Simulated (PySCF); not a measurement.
**ethanolate (C₂H₅O−): electronic excitations**

What electronic excitations should ethanolate (C₂H₅O−) (`CC[O-]`) show?

Computed with PySCF 2.14.0, with density-fitted response routines of our own, on a single molecule in the gas phase. Atoms count from 0, in the outputs and in this text.

### 1 Starting geometry

8 atoms, charge -1, multiplicity 1; geometry from: GFN2-xTB.

Bonds of the start (Å): C0–C1 1.58, C1–O2 1.30, C0–H3 1.09, C0–H4 1.09, C0–H5 1.09, C1–H6 1.16, C1–H7 1.16.

### 2 TDDFT and polarisability: CAM-B3LYP/def2-SVPD

Job settings and geometry (Å):

```
{"job": {"kind": "uv", "xc": "CAM-B3LYP", "basis": "def2-SVPD", "nstates": 8, "ntriplets": 3}, "charge": -1, "multiplicity": 1}
C     -0.786643    -0.007147    -0.040644
C      0.788126     0.046875     0.046652
O      1.300631     1.170088     0.438436
H     -1.213622     0.202017     0.939987
H     -1.139855     0.753355    -0.736760
H     -1.131586    -0.989061    -0.378218
H      1.134361    -0.300710    -1.006384
H      1.057645    -0.866005     0.712366
```

With the program's defaults for keys left out, this is: TDDFT CAM-B3LYP/def2-SVPD, vertical, gas phase, core orbitals frozen in the response.

Predict these results of the whole session: lowest singlet (CAM-B3LYP/def2-SVPD); brightest single state of those computed; lowest triplet.

The runs gave:

| quantity | value |
| --- | --- |
| lowest singlet (CAM-B3LYP/def2-SVPD) | 3.90 eV (318 nm), f = 0.003 |
| brightest single state of those computed | state 8, 5.76 eV, f = 0.092 |
| lowest triplet | 3.77 eV |

What this shows: The lowest singlet, at 3.90 eV, is HOMO→LUMO 0.82, HOMO→LUMO+1 0.16 and is weak; of the 8 states computed, the strongest absorption comes from state 8 at 5.76 eV (the last computed, so partners may be missing). The lowest triplet lies 0.12 eV below the lowest singlet (triplets in Tamm-Dancoff, singlets in full TDDFT). The lowest singlet lies above −ε(HOMO); no detachment energy was computed, so the anion's states may not be bound.
